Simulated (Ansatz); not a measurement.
**CH2F2O: how energies converge with the basis set**

How large a basis does CH2F2O need? Two functionals are run in growing sets.

Method: one geometry, several basis sets; program: Ansatz 0.2.0, Gaussian basis.

Levels to be run: PBE0-D4/def2-SVP; ωB97M-V/def2-SVP; PBE0-D4/def2-QZVPP; ωB97M-V/def2-QZVPP; the functionals' def2-TZVPP values are taken from earlier runs.

## Step 1: Structure used throughout

All runs share one geometry, relaxed beforehand with PBE0-D4 in a triple-zeta def2 set.

SMILES `OC(F)F`, 6 atoms, charge 0, spin multiplicity 1.

Atoms are counted from 1 here; the program's logs count them from 0.

Bond lengths: O1–C2 1.346 Å, O1–H5 0.966 Å, C2–F3 1.356 Å, C2–F4 1.356 Å, C2–H6 1.091 Å. Angles: C2–O1–H5 108.8°, O1–C2–F3 111.4°, O1–C2–F4 111.4°, O1–C2–H6 109.4°, F3–C2–F4 105.7°, F3–C2–H6 109.4°, F4–C2–H6 109.4°.

As a file:

```
O     0.0951    0.9856   -0.4385
C     0.0606   -0.1378    0.3022
F     0.8763   -1.0925   -0.2082
F    -1.1797   -0.6843    0.3151
H    -0.1766    0.7729   -1.3403
H     0.3662    0.0921    1.3235
```

## Step 2: PBE0-D4 in def2-SVP

Input file in.yaml:

```yaml
crystal:
  periodic: [false, false, false]
  atoms:
    - {symbol: O, position_ang: [0.095144, 0.985569, -0.438472]}
    - {symbol: C, position_ang: [0.060627, -0.137782, 0.302162]}
    - {symbol: F, position_ang: [0.876291, -1.092549, -0.208235]}
    - {symbol: F, position_ang: [-1.179730, -0.684347, 0.315094]}
    - {symbol: H, position_ang: [-0.176574, 0.772908, -1.340283]}
    - {symbol: H, position_ang: [0.366242, 0.092103, 1.323534]}
basis:
  gaussian: {orbitals: def2-SVP}
hamiltonian: {xc: pbe0, dispersion: d4}
output: {orbitals: {seedname: orbitals}}
```

The runs that follow: ωB97M-V in def2-SVP; PBE0-D4 in def2-QZVPP; ωB97M-V in def2-QZVPP.

**Question.** What will the summary of the whole plan be? Wanted: PBE0-D4: double and triple zeta above quadruple; ωB97M-V: double and triple zeta above quadruple.

The runs gave:

| quantity | value |
| --- | --- |
| PBE0-D4: double and triple zeta above quadruple | 10.85, 0.45 eV |
| ωB97M-V: double and triple zeta above quadruple | 11.07, 0.43 eV |

**Reading.** PBE0-D4 gains 10.40 eV from double to triple zeta, then 0.45 eV more. Total energies overstate the basis error of differences, where much of it tends to cancel. The LUMO of ωB97M-V is positive and keeps falling with the basis (3.49 to 1.89 eV): an unbound level that the basis holds in place.
